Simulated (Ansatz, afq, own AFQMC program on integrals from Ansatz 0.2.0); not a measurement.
BH4⁺, singlet: AFQMC among the cluster methods

```xyz
5

B     0.0006    0.0231   -0.0234
H    -0.0150    0.8845    0.8265
H    -0.0293   -1.1667    1.1821
H     0.0219    0.8730   -0.8846
H     0.0162   -0.8384   -0.8732
```

Basis cc-pVDZ. Noble-gas cores (and the filled d shells of Ga–Kr and In–Xe) are frozen. AFQMC by an in-house program on the Cholesky factors that Ansatz 0.2.0 writes for its CCSD(T) run. The CISD trial takes its coefficients from CCSD amplitudes. Released means that phaseless walkers are propagated on without the constraint, phases kept. Uncertainties: one standard error, sampling alone.

Determinant: UHF, the one that the program's search chose, which needn't be the lowest solution. The geometry is a point of a scan.

Full CI on the same integrals is exact in this basis and with this determinant's frozen core.

Cautions: strong correlation (T1 0.083, weight of the determinant 0.82, largest double 0.20); unrestricted determinant spin contaminated (⟨S²⟩ 0.28 against 0.00).

* T1 diagnostic: 0.0831
* weight of the determinant in the CISD state: 0.820
* ⟨S²⟩ of the determinant: 0.277
* size of the correlated space: 6 electrons in 33 orbitals

Reference: full CI, correlation energy -3.873 eV. The released energy is read at 2.40 1/Eh (meV from the phaseless value at times in 1/Eh: -6 ± 10 at 0.24, -17 ± 8 at 0.51, -12 ± 8 at 0.99, -6 ± 12 at 1.62, -5 ± 12 at 2.40). The cautions show a poor starting determinant, so the rows tell how each method copes with it here, and full CI is the sure value.

```
         level  E − E(reference) (kJ/mol)  share of correlation (%)
            HF                      373.6                      0.00
           MP2                      117.9                     68.45
          CCSD                       13.5                     96.38
       CCSD(T)                        3.2                     99.14
         CCSDT                        0.8                     99.79
      CCSDT(Q)                        0.2                     99.95
   ph-AFQMC/HF                  3.9 ± 2.9                     98.97
 ph-AFQMC/CISD                  0.8 ± 0.8                     99.79
released AFQMC                  0.3 ± 1.1                     99.92
```

CCSDT and higher add their correlation energy to the determinant of the CCSD(T) run, since their own runs factorise the integrals more tightly (a shift of under 2 meV). A walk keeps the symmetry of its determinant, which the program's search chose and which needn't be the lowest solution, so a lower state of the same spin and another symmetry isn't excluded. Released energies are given only where the last usable release times agree within the noise; a slower fall can still hide under it.
